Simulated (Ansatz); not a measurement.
Input file:

```yaml
crystal:
  periodic: [false, false, false]
  atoms:
    - {symbol: Al, position_ang: [-0.002541, 0.004306, -0.000009]}
    - {symbol: H, position_ang: [1.583235, 0.019357, -0.000092]}
    - {symbol: H, position_ang: [-0.732820, 1.241907, -0.002537]}
    - {symbol: H, position_ang: [-0.782395, -1.376538, 0.002864]}
basis:
  gaussian: {orbitals: cc-pVDZ}
magnetization: {spin_polarized: false}
correlation: {method: fic_mrcisd_q, electrons: valence}
accuracy: high
```

```sh
$ ansatz run in.yaml --threads 1 --pin off --events-out ev --progress --plain --max-ram 2393MiB
```

(1) How does this run end?

Answers

(1) Refused. The input was made wrong on purpose (method needs an active space), so the run isn't a sound calculation of what was asked.
```
Error: this correlation method needs an active space: name one as the reference
```
